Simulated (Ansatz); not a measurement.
Tetragonal perovskite BaTiO3 (room-temperature form, which distorts further on cooling) was calculated with r²SCAN+SOC in Ansatz (PAW).

Run with plane-wave cutoff 560 eV, 8×8×8 k mesh, Fermi–Dirac smearing 0.01 eV, PAW data made under PBE.

Cell (measured lattice):

```
BaTiO3
1.0
    3.99400     0.00000     0.00000
    0.00000     3.99400     0.00000
    0.00000     0.00000     4.03400
Ba Ti O
1 1 3
Direct
  0.00000   0.00000   0.00318
  0.50000   0.50000   0.51803
  0.50000   0.50000   0.97343
  0.00000   0.50000   0.48468
  0.50000   0.00000   0.48468
```

### Question
What does this level give for the band gap and smallest direct gap on the k points sampled?

### Answer

- band gap = 2.22 eV (indirect)
- smallest direct gap on the k points sampled = 2.54 eV

Note: cell and atoms aren't relaxed at this level (largest force component 0.03 eV/Å, pressure 0.2 GPa).

Static lattice: no zero-point or thermal effects.

The result took roughly 4 core-minutes.

Ansatz is a program for electronic structure.
